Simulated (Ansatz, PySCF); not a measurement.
Breaking a bond: SMILES C(=S)=S. The C1–S3 bond (C1 also carries S; S3 carries nothing else) is stretched with both fragments frozen at the PBE0/def2-TZVP optimised geometry.

- UHF/cc-pVTZ (Ansatz, a quantum-chemistry and plane-wave program)
- RHF/cc-pVTZ (Ansatz)
- UKS-PBE = Ansatz with unrestricted PBE/cc-pVTZ
- RKS-PBE = Ansatz with restricted PBE/cc-pVTZ
- UKS-B3LYP = unrestricted B3LYP/cc-pVTZ (Ansatz)
- RKS-B3LYP = restricted B3LYP/cc-pVTZ (Ansatz)
- UKS-PBE0 = unrestricted PBE0/cc-pVTZ (Ansatz)
- RKS-PBE0 = Ansatz with restricted PBE0/cc-pVTZ
- UKS-B3LYP/6-31G* = unrestricted B3LYP/6-31G*, spherical d (PySCF)
- RKS-B3LYP/6-31G* = restricted B3LYP/6-31G*, spherical d in PySCF
- UKS-B3LYP/6-311+G** = unrestricted B3LYP/6-311+G**, spherical d (PySCF)
- RKS-B3LYP/6-311+G** = restricted B3LYP/6-311+G**, spherical d run with PySCF
- UKS-BP86/6-31G* = unrestricted BP86/6-31G*, spherical d run with PySCF 2.14.0
- RKS-BP86/6-31G* = PySCF with restricted BP86/6-31G*, spherical d

Scanned distances (Å): 1.23, 1.31, 1.40, 1.45, 1.50, 1.55, 1.60, 1.65, 1.70, 1.80, 1.95, 2.10, 2.35, 2.55, 2.78, 3.05, 3.45, 3.78, 4.23, 4.65, 5.45.

Q: Where does the unrestricted solution first break spin symmetry (<S²> of 0.01 or more)?

A: UHF: between 1.95 and 2.10 Å; UKS-PBE: between 2.35 and 2.55 Å; UKS-B3LYP: between 2.10 and 2.35 Å; UKS-PBE0: between 2.10 and 2.35 Å; UKS-B3LYP/6-31G*: between 2.10 and 2.35 Å; UKS-B3LYP/6-311+G**: between 2.10 and 2.35 Å; UKS-BP86/6-31G*: between 2.35 and 2.55 Å.

```
R / Å  <S²> UHF  E(RHF) − E(UHF) / mEh  <S²> UKS-PBE  E(RKS-PBE) − E(UKS-PBE) / mEh  <S²> UKS-B3LYP  E(RKS-B3LYP) − E(UKS-B3LYP) / mEh  <S²> UKS-PBE0  E(RKS-PBE0) − E(UKS-PBE0) / mEh  <S²> UKS-B3LYP/6-31G*  E(RKS-B3LYP/6-31G*) − E(UKS-B3LYP/6-31G*) / mEh  <S²> UKS-B3LYP/6-311+G**  E(RKS-B3LYP/6-311+G**) − E(UKS-B3LYP/6-311+G**) / mEh  <S²> UKS-BP86/6-31G*  E(RKS-BP86/6-31G*) − E(UKS-BP86/6-31G*) / mEh
-----  --------  ---------------------  ------------  -----------------------------  --------------  ---------------------------------  -------------  -------------------------------  ---------------------  -----------------------------------------------  ------------------------  -----------------------------------------------------  --------------------  ---------------------------------------------
1.23       0.00                    0.0          0.00                            0.0            0.00                                0.0           0.00                              0.0                   0.00                                              0.0                      0.00                                                    0.0                  0.00                                            0.0
1.31       0.00                    0.0          0.00                            0.0            0.00                                0.0           0.00                              0.0                   0.00                                              0.0                      0.00                                                    0.0                  0.00                                            0.0
1.40       0.00                    0.0          0.00                            0.0            0.00                                0.0           0.00                              0.0                   0.00                                              0.0                      0.00                                                    0.0                  0.00                                            0.0
1.45       0.00                    0.0          0.00                            0.0            0.00                                0.0           0.00                              0.0                   0.00                                              0.0                      0.00                                                    0.0                  0.00                                            0.0
1.50       0.00                    0.0          0.00                            0.0            0.00                                0.0           0.00                              0.0                   0.00                                              0.0                      0.00                                                    0.0                  0.00                                            0.0
1.55       0.00                    0.0          0.00                            0.0            0.00                                0.0           0.00                              0.0                   0.00                                              0.0                      0.00                                                    0.0                  0.00                                            0.0
1.60       0.00                    0.0          0.00                            0.0            0.00                                0.0           0.00                              0.0                   0.00                                              0.0                      0.00                                                    0.0                  0.00                                            0.0
1.65       0.00                    0.0          0.00                            0.0            0.00                                0.0           0.00                              0.0                   0.00                                              0.0                      0.00                                                    0.0                  0.00                                            0.0
1.70       0.00                    0.0          0.00                            0.0            0.00                                0.0           0.00                              0.0                   0.00                                              0.0                      0.00                                                    0.0                  0.00                                            0.0
1.80       0.00                    0.0          0.00                            0.0            0.00                                0.0           0.00                              0.0                   0.00                                              0.0                      0.00                                                    0.0                  0.00                                            0.0
1.95       0.00                    0.0          0.00                            0.0            0.00                                0.0           0.00                              0.0                   0.00                                              0.0                      0.00                                                    0.0                  0.00                                            0.0
2.10       0.01                    0.0          0.00                            0.0            0.00                                0.0           0.00                              0.0                   0.00                                              0.0                      0.00                                                    0.0                  0.00                                            0.0
2.35       0.78                   13.3          0.00                            0.0            0.12                                0.1           0.27                              0.8                   0.10                                              0.1                      0.09                                                    0.1                  0.00                                            0.0
2.55       0.95                   28.8          0.60                            5.0            0.70                                8.1           0.76                             11.2                   0.68                                              7.7                      0.68                                                    7.6                  0.57                                            4.4
2.78       1.01                   43.1          0.88                           17.6            0.91                               20.6           0.93                             25.2                   0.90                                             20.1                      0.90                                                   19.9                  0.86                                           16.4
3.05       1.02                   53.7          0.97                           30.2            0.98                               31.7           0.99                             36.9                   0.97                                             31.0                      0.97                                                   30.7                  0.96                                           28.6
3.45       1.03                   61.3          1.00                           40.6            1.00                               40.8           1.01                             46.2                   1.00                                             40.2                      1.00                                                   39.7                  1.00                                           39.0
3.78       1.03                   63.9          1.01                           44.8            1.01                               44.4           1.01                             49.7                   1.00                                             43.9                      1.00                                                   43.3                  1.00                                           43.2
4.23       1.03                   65.5          1.01                           47.8            1.01                               46.6           1.01                             51.9                   1.00                                             46.4                      1.00                                                   45.5                  1.00                                           46.2
4.65       1.03                   66.1          1.01                           49.2            1.01                               47.5           1.01                             52.7                   1.00                                             47.3                      1.01                                                   46.4                  1.00                                           47.6
5.45       1.03                   66.6          1.01                           50.3            1.01                               48.2           1.01                             53.3                   1.01                                             47.9                      1.01                                                   47.1                  1.00                                           48.8
```
